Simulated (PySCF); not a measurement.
Gas-phase reaction: 3 CH3CN + 2 C3H6 (propylene) ⇌ 3 CH2NH + 3 C3H4 (cyclic), at 2000 K and a standard pressure of 1 bar. Level: M06-2X/def2-TZVP†.

Energies from PySCF, thermal terms from the rigid-rotor harmonic-oscillator model, ideal gas at 1 bar. † marks an energy on the PBE0/def2-TZVP geometry and frequencies. All species are closed-shell singlets. CH2NH: computed as isolated molecules; such fragments, hydroxides, amides, oligomers or adducts are transient or little studied in the gas. The harmonic model lacks anharmonicity and excited electronic states, which grow with temperature; levels with a mode under 35 cm⁻¹ are left out. Internal rotation in C3H6 (propylene) is treated as a harmonic vibration of one conformer, which makes the entropy rough.

| species | E (Ha) | H(2000 K) − E (kJ/mol) | S°(2000 K) (J/mol/K) |
|---|---|---|---|
| CH3CN | -132.74684 | 296.2 | 406.2 |
| C3H6 (propylene) | -117.88394 | 468.9 | 503.5 |
| CH2NH | -94.61990 | 244.3 | 353.4 |
| C3H4 (cyclic) | -116.61051 | 352.8 | 432.6 |
E: electronic energy; H − E holds the zero-point and thermal terms. 1 Ha = 2625.5 kJ/mol.

Problem. Work out ΔH°, ΔS°, ΔG° and log10 K from these numbers.

Solution. 1. ΔE = 3×(-94.61990) + 3×(-116.61051) − 3×(-132.74684) − 2×(-117.88394) = 0.31717 Ha = 832.7 kJ.
2. Δ(H − E) = 3×(244.3) + 3×(352.8) − 3×(296.2) − 2×(468.9) = -35.1 kJ, so ΔH° = 797.6 kJ.
3. ΔS° = 3×(353.4) + 3×(432.6) − 3×(406.2) − 2×(503.5) = 132.4 J/K; the number of gas molecules changes by +1.
4. ΔG° = ΔH° − TΔS° = 797.6 − 2000×(132.4)/1000 = 532.8 kJ.
5. log10 K = −ΔG°/(RT ln 10) = -13.91, with RT ln 10 = 38.29 kJ/mol; at standard pressures the reactants are favoured.
6. A shift of 10 kJ in ΔE would move log10 K by 0.26 here.
For scale, ΔH°(298 K) is 817 kJ at this level, 841 kJ at ωB97M-V/def2-TZVP†, and runs from 766 to 959 kJ over the 20 levels computed.
